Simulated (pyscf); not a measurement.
Structures and frequencies: ωB97X-D3(BJ)/def2-SVP in PySCF.

### Question
Estimate the classical barrier height and the reaction energy of H₂N–SiH₂–Si(OH)(SiH₃)–SiH₃ + H₂ -> HO–Si(SiH₃)(SiH₃)–SiH₃ + NH₃ at ωB97M-D3(BJ)/def2-TZVP. The step runs on the singlet surface, breaks N–Si, H–H and forms H–Si, H–N; take the separated reactants as zero.

### Answer
ΔE‡ = 45.7 kcal/mol, ΔE = +4.3 kcal/mol. Zero-point energy shifts the barrier by +2.7 kcal/mol. It is a four-centre exchange, with an imaginary mode of 1523i cm⁻¹. On the product side the descent ends in a complex (not fully relaxed), 6.1 kcal/mol under the separated species and 48.1 kcal/mol under the saddle at ωB97X-D3(BJ)/def2-TZVP. At the saddle there is also a short H–Si contact that neither side keeps. HO–Si(SiH₃)(SiH₃)–SiH₃ lies 23.7 kcal/mol over its isomer H₃Si–SiH₂–O–SiH₂–SiH₃ (electronic energy, ωB97M-D3(BJ)/def2-TZVP). This is the saddle that the search found; another between the same sides may lie lower.
